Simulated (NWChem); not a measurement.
Correlation energy of ethane (C₂H₆)

```xyz
8

C      0.0446    -0.7626     0.0000
C     -0.0446     0.7626     0.0000
H      0.5801    -1.1369     0.8880
H      0.5801    -1.1369    -0.8880
H     -0.9553    -1.2267     0.0000
H     -0.5801     1.1369     0.8880
H     -0.5801     1.1369    -0.8880
H      0.9553     1.2267     0.0000
```
Charge 0, spin multiplicity 1.

Program: NWChem. Structure: optimised with B3LYP/def2-SVP, a minimum by its harmonic frequencies.

Basis set: STO-3G. Each correlation energy counts from its own Hartree-Fock reference.

The correlated methods keep 2 core orbitals frozen. Coupled-cluster values serve here as a point of comparison, not as the truth.

```json
[
 {"method": "MP2", "correlation energy (mHa)": "[?]"},
 {"method": "SCS-MP2", "correlation energy (mHa)": "[?]"},
 {"method": "CCSD", "correlation energy (mHa)": "[?]"},
 {"method": "CCSD+T(CCSD)", "correlation energy (mHa)": "-148.3"},
 {"method": "CCSD(T)", "correlation energy (mHa)": "-148.3"},
 {"method": "CR-CCSD[T]", "correlation energy (mHa)": "-148.3"},
 {"method": "CR-CCSD(T)", "correlation energy (mHa)": "-148.2"},
 {"method": "CCSDT", "correlation energy (mHa)": "-148.5"}
]
```

**Question.** Some entries are withheld; supply them.

**Answer.** 
- MP2, correlation energy (mHa): -108.1
- SCS-MP2, correlation energy (mHa): -122.3
- CCSD, correlation energy (mHa): -147.8
